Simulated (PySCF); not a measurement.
# Four-centre ligand exchange

Start structure (SiNH7, singlet), relaxed at PBE0-D4/def2-TZVP:

```
9
angstrom
Si 0.1652 -0.4518 1.3694
H 1.2334 -1.0916 0.5642
H 0.3310 -0.9196 2.7784
H -1.1840 -0.8747 0.9227
H 0.2986 1.0248 1.3789
H 0.7062 0.7247 -1.9310
N -0.1757 0.4937 -1.4900
H -0.7599 1.3197 -1.5331
H -0.6187 -0.2188 -2.0569
```

The step: SiH₄ + NH₃ → SiNH₅ ([NH2][SiH3]) + H₂; bonds formed: Si1–N7, H2–H6; bonds broken: Si1–H2, H6–N7. PySCF 2.14 with density fitting (its default auxiliary sets; JK sets also for MP2 and CCSD(T)); basis: def2-TZVPP and def2-QZVPP; cores frozen in the correlated methods. Extrapolation: Hartree–Fock as exp(−7.88 √X), correlation as X^−2.97. Energies below are by CCSD(T) at an estimated basis limit (MP2 extrapolated from triple and quadruple zeta, plus CCSD(T) − MP2 in triple zeta).

(1) What are the electronic barrier and the energy of the step, from the start structure to the end structure? (Judge from chemistry; the value comes from the calculation.)

The T1 diagnostic stays at or below 0.012.

Results:

(1) The calculation gives: Barrier 2.031 eV; step energy -0.150 eV (downhill); reverse barrier, their difference, 2.181 eV. Barrier and step energy count from the start structure, the reverse barrier from the end structure.

The saddle point: One imaginary mode of 1350i cm⁻¹.
| pair | start (Å) | saddle (Å) | end (Å) |
| --- | --- | --- | --- |
| Si1–N7 | 3.03 | 1.88 | 1.72 |
| H2–H6 | 3.13 | 1.17 | 0.75 |
| Si1–H2 | 1.48 | 1.87 | 4.00 |
| H6–N7 | 1.01 | 1.19 | 2.74 |

Zero-point energy (harmonic, PBE0-D4): ZPE is 1.848 eV at the start and 1.755 eV at the saddle, so the barrier goes from 2.031 to 1.938 eV.

Labels in which every atom is bracketed show which atoms are joined, not bond orders.

For scale, one of the runs: CCSD(T)/def2-TZVPP, 171 basis functions, launched by `OMP_NUM_THREADS=4 python run.py`. The run took 2.1 min on 4 CPU threads of an Arm Neoverse V1 (shared host), with 1.2 GiB of host memory at its peak.
